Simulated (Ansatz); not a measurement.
Basis-set extrapolation for `C=NC=O` (PBE0-D4/def2-TZVP geometry, frozen core, Ansatz). Multiplicity 1, RHF reference.

|  | def2-TZVPP | def2-QZVPP |
| --- | --- | --- |
| HF | -206.845699 | -206.855070 |
| MP2 correlation | -0.738958 | -0.791546 |
| CCSD(T) correlation | -0.789398 | not run |

Energies in hartree. Use E(X) = E(∞) + A·exp(−7.88·√X) for Hartree–Fock and E(X) = E(∞) + B·X^(−2.97) for correlation, with X = 3 and 4, and add CCSD(T) minus MP2 of the smaller set to the MP2 limit.

Problem. What is the CCSD(T) energy at the basis-set limit?

Solution. HF limit: -206.855070 + (-0.009371) × 0.13774 = -206.85636. MP2 limit: -0.791546 + (-0.052588) × 0.74074 = -0.83050. Higher-order term: -0.789398 − (-0.738958) = -0.05044. Total: -207.73730 hartree, 64.1 kcal/mol below CCSD(T)/def2-TZVPP.
